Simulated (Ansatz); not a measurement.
Cartesian coordinates (Å):
SMILES: [SiH3]
```xyz
4

Si     0.0001    -0.0007     0.3397
H     -0.5231     1.3078    -0.1105
H      1.3939    -0.2005    -0.1139
H     -0.8708    -1.1065    -0.1153
```
Charge 0, spin multiplicity 2.

Method: frozen-core CCSD(T)/cc-pVTZ // CAM-B3LYP-D3(BJ)/def2-TZVP run with Ansatz (a program for electronic structure).

* **HF energy**: -290.64037 Ha
* **MP2 correlation energy**: -0.11650 Ha

**Question.** Estimate the CCSD correlation energy, the (T) correction, the total energy and the T1 diagnostic.

**Answer.** 
- CCSD correlation energy: -0.14263 Ha
- (T) correction: -0.00349 Ha
- CCSD(T) total energy: -290.78649 Ha
- T1 diagnostic: 0.014
